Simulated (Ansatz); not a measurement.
Process, species as SMILES: C(=C)Cl → [CH]=CCl + H atom
B3LYP-D3(BJ)/def2-TZVP geometries, fixed; electronic energies without zero-point terms.

Basis-set convergence of the bond dissociation energy at PBE with Ansatz (an electronic-structure program). Cartesian d functions, on some or all atoms, in 6-31G*, 6-31G**, 6-311G**; all else is spherical. The program fits the integrals of some runs and decomposes those of others, by size. Open shells are unrestricted. No added dispersion term, no relativity. Functions are those of the species that has most. Reference: the value in aug-pcseg-3, 114.72 kcal/mol, itself unsure by roughly 0.02 kcal/mol (its mean distance from aug-cc-pV(Q+d)Z, def2-QZVPPD, pcseg-3). Deviations are taken from unrounded values.

| basis | functions | bond dissociation energy (kcal/mol) | minus reference (kcal/mol) |
|---|---|---|---|
| STO-3G | 22 | 140.72 | 26.00 |
| 3-21G | 37 | 116.11 | 1.39 |
| 6-31G | 37 | 115.04 | 0.31 |
| def2-SV(P) | 52 | 113.48 | -1.25 |
| 6-31G* | 55 | 115.57 | 0.85 |
| def2-SVP | 61 | 114.93 | 0.21 |
| 6-31G** | 64 | 116.40 | 1.67 |
| cc-pV(D+d)Z | 66 | 114.29 | -0.43 |
| 6-311G** | 81 | 114.76 | 0.03 |
| def2-TZVP | 117 | 114.65 | -0.07 |
| cc-pV(T+d)Z | 141 | 114.89 | 0.16 |
| def2-TZVPP | 146 | 114.88 | 0.16 |
| cc-pV(Q+d)Z | 264 | 114.79 | 0.07 |
| def2-QZVPP | 274 | 114.70 | -0.02 |

The smallest set listed that lies within 2 kcal/mol of the reference with all its larger relatives (same family, alike in diffuse functions; a set with none counts only in the reference's own line) is 3-21G (37 functions, 1.39 kcal/mol off), level with 6-31G.
